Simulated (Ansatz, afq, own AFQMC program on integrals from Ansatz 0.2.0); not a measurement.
Two steps: Ansatz 0.2.0 writes the Fock matrix and Cholesky factors of the valence space, and afq projects on them the lowest state that overlaps trial and start.

```yaml
crystal:
  periodic: [false, false, false]
  atoms:
    - {symbol: B, position_ang: [0.000000, -0.138799, 1.515922]}
    - {symbol: Al, position_ang: [0.000000, 0.096806, -0.547327]}
    - {symbol: H, position_ang: [0.000000, -1.102664, -1.608146]}
basis:
  gaussian: {orbitals: cc-pVDZ}
magnetization: {spin_polarized: true, initial_magnetization: 3}
correlation: {method: ccsd_t, electrons: outside_noble_gas, hamiltonian_folder: ham}
```

```sh
$ ansatz run in.yaml --threads 1 --pin off --events-out ev --progress --plain --max-ram 1843MiB
```

Options of the walk:

```
--method phaseless --trial cisd --walkers 60 --populations 1 --least-time 40 --time-step 0.005 --steps-per-block 50 --equilibration-blocks 28 --max-blocks 300 --target-error 0.00032 --factor-cut 1e-05 --start spin_pure --seed 7885 --release-times 0.24,0.5,1,1.5 --release-step 0.02 --release-every 4 --taylor-order 6
```

Times are imaginary, in 1/Eh. The walk had a cap of 584 s.

afq prints:

```
orbitals 31  electrons 5 2  factors 223 of 357
reference energy -267.02351935 Eh
CCSD correlation -0.11596235 Eh in 16 cycles, weight of the determinant in the CISD state 0.8531
energy of the start -267.139051 Eh
 block  time / (1/Eh)  mean weight  energy / Eh
     1     0.250  0.9995  -267.138477
     2     0.500  0.9991  -267.139335
     3     0.750  0.9997  -267.139343
     4     1.000  1.0016  -267.139908
     5     1.250  1.0003  -267.139695
    10     2.500  0.9992  -267.141433
    37     9.250  1.0007  -267.142394
    55    13.750  0.9993  -267.150110
    67    16.750  0.9997  -267.147306
    97    24.250  1.0004  -267.145091
   127    31.750  1.0002  -267.142681
   157    39.250  1.0009  -267.145069
   175    43.750  1.0009  -267.140955
   187    46.750  0.9994  -267.147852
   217    54.250  0.9986  -267.148365
   247    61.750  0.9995  -267.146969
   253    63.250  0.9994  -267.146130
blocks merged  error / Eh  count
     1  0.000167  230
     2  0.000217  115
     4  0.000253  57
     8  0.000290  28
    16  0.000372  14
released: time / (1/Eh)  energy / Eh  error  mean overlap
  0.24  -267.145422  0.000312  0.9974
  0.50  -267.145678  0.000312  0.9971
  1.00  -267.146159  0.000326  0.9968
  1.50  -267.146436  0.000371  1.0048
energy -267.145090 +/- 0.000290 Eh
(rows thinned)
```

The run passed its tests (sampling time, drift between the halves within three errors, error under three times the target), which doesn't prove that it has relaxed.

Against this walk (error 7.9 meV) on the same determinant: CCSD(T) 32.2 meV higher, CCSDT(Q) 27.8 meV lower. The error is statistical and leaves out the bias of the constraint. The released energies are still falling (meV from the phaseless value at times in 1/Eh: -9 ± 8 at 0.24, -16 ± 8 at 0.50, -29 ± 9 at 1.00, -37 ± 10 at 1.50), so they give no level. CCSDT(Q) is the surest value here, so the walk's 28 meV above it is most likely the bias of the constraint with this trial, which can have either sign.

Cautions: constraint bias not in the error; another spin lies lower; strong correlation (T1 0.060, weight of the determinant 0.85, largest double 0.09); the bias of populations of 60 walkers isn't removed.

The walk took 2.5 min on 1 thread of Intel(R) Xeon(R) 6975P-C (Granite Rapids) (shared host). The log's last line is the phaseless energy.

CCSDT and higher add their correlation energy to the determinant of the CCSD(T) run, since their own runs factorise the integrals more tightly (a shift of under 2 meV). A walk keeps the symmetry of its determinant, which the program's search chose and which needn't be the lowest solution, so a lower state of the same spin and another symmetry isn't excluded.
